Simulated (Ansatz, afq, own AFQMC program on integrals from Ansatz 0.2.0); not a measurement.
The Al2–Cl4 bond of AlH$_{2}$S$_{2}$Cl, singlet, worked out

```yaml
atoms:
  - { symbol: S, position_ang: [-0.4136, 1.7515, -1.1990] }
  - { symbol: Al, position_ang: [0.0040, -0.0182, -0.0100] }
  - { symbol: S, position_ang: [1.2046, 0.1797, 1.7897] }
  - { symbol: Cl, position_ang: [-0.7432, -1.8954, -0.5927] }
  - { symbol: H, position_ang: [-1.1366, 1.0587, -2.1077] }
  - { symbol: H, position_ang: [1.1269, -1.1402, 2.0735] }
```

The molecule and both fragments are relaxed with PBE0/def2-SVP; the fragments keep their bonds.

Basis def2-TZVP. Only valence electrons are correlated. Integrals, coupled cluster, full CI and functionals: Ansatz 0.2.0; the random walks run on the same integrals in our own AFQMC program. ph-AFQMC/CISD is guided by a CISD state made of CCSD amplitudes; releasing the constraint for a short imaginary time cuts its bias at the price of noise, slowly where states lie close. ± is one standard error of the sampling.

Total energies in eV. CBS is CCSD(T) at the limit of def2-TZVPP/QZVPP (extrapolated itself); the highest rung of each member is named.

Cautions: AlH₂S₂Cl (singlet): the released value is read at 0.90 1/Eh with a noise of 17 meV, more than in the cases checked (meV from the phaseless value at times in 1/Eh: 16 ± 13 at 0.21, 6 ± 12 at 0.42, -9 ± 11 at 0.63, 19 ± 17 at 0.90); AlH₂S₂ (doublet): the released value is read at 1.50 1/Eh with a noise of 13 meV, more than in the cases checked (meV from the phaseless value at times in 1/Eh: -7 ± 7 at 0.24, -5 ± 5 at 0.51, -14 ± 9 at 0.99, -20 ± 13 at 1.50).

| member | count | CCSD(T)/def2-TZVP | highest rung in def2-TZVP | which | CCSD(T)/CBS |
| --- | --- | --- | --- | --- | --- |
| AlH₂S₂, doublet | +1 | -28264.5046 | -28264.5898 ± 0.0126 | released AFQMC | -28267.4578 |
| Cl (doublet) | +1 | -12508.0402 | -12508.0635 | CCSDTQ | -12509.3582 |
| AlH₂S₂Cl, singlet | -1 | -40777.5563 | -40777.6297 ± 0.0168 | released AFQMC | -40782.0280 |

**Question.** Work out the best estimate of the bond energy: the CCSD(T)/CBS difference plus the step from CCSD(T) to the highest rung.

**Answer.** Sums with the counts: CCSD(T)/CBS 5.2120 eV, highest rung 4.9764 eV, CCSD(T)/def2-TZVP 5.0115 eV. The step is 4.9764 − 5.0115 = -0.0351 eV, so the best estimate is 5.2120 + (-0.0351) = 5.1769 eV = 499.5 kJ/mol, with sampling noise 0.021 eV. The step is under twice that noise, so its sign is open. The basis set is worth 0.200 eV of it. Zero-point, core-correlation and spin–orbit terms aren't in it. Past Ne the Hartree–Fock part of each CBS total tends to overshoot, since the cores don't follow the formula; that largely cancels in the difference.

Best estimates are given only where the step beyond CCSD(T) is under 0.3 eV and no member's determinant is very poor (T1 over 0.05, or 0.07 for open shells, ⟨S²⟩ too high by 0.3, two states mixed), so the hardest cases are missing from such tables.

CCSDT and higher add their correlation energy to the determinant of the CCSD(T) run, since their own runs factorise the integrals more tightly (a shift of under 2 meV). Each member of a difference takes its own highest rung, so a best estimate needn't equal the limit plus the step of one row. Released energies are given only where the last usable release times agree within the noise; a slower fall can still hide under it.
